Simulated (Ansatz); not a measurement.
# PH2+ (triplet): the correlation ladder, def2-QZVPP

An exercise on one series of results from a longer session: the logs are not shown, and one member is left open.

Method: def2-QZVPP, core rule «outside noble gas», up to 5 orbitals frozen; program: Ansatz 0.2.0, Gaussian basis.

Plan: UHF; ROHF; CCSD(T) on UHF.

2 further runs of the same task are left out: 2 set aside as unsound or not needed.

### What is computed

The geometry is a PBE0/def2-TZVP stationary point (not a proven minimum) of the parent state, kept for this charge and spin.

3 atoms, charge 1, spin multiplicity 3.

Atoms are counted from 1 here; the program's logs count them from 0.

Bond lengths: P1–H2 1.429 Å, P1–H3 1.429 Å. Angles: H2–P1–H3 91.7°.

The first run:

The input, in.yaml:

```yaml
crystal:
  periodic: [false, false, false]
  atoms:
    - {symbol: P, position_ang: [0.000000, -0.060825, 0.000000]}
    - {symbol: H, position_ang: [0.000000, 0.934570, -1.025556]}
    - {symbol: H, position_ang: [0.000000, 0.934568, 1.025558]}
basis:
  gaussian: {orbitals: "def2-QZVPP.json"}
total_charge: 1
magnetization: {spin_polarized: true, initial_magnetization: 2}
hamiltonian: {xc: hf}
output: {orbitals: {seedname: orbitals}}
```

On the command line:

```console
> ansatz run in.yaml --threads 1 --pin off --events-out ev --progress --plain --max-ram 4096MiB --backend cpu
```

Steps of the session up to this table: UHF; ROHF; CCSD(T) on UHF.

One table of the session follows, with a row left open; its other results are not shown here.

```
  method  from UCCSD(T) (kJ/mol)
    ROHF                       ?
     UHF                  +360.1
    UMP2                   +70.8
   UCCSD                   +11.7
UCCSD(T)                       0
```

**Question.** Estimate the row for ROHF.

As computed: from UCCSD(T) (kJ/mol): +368.0. In the column «from UCCSD(T) (kJ/mol)» it is the highest.
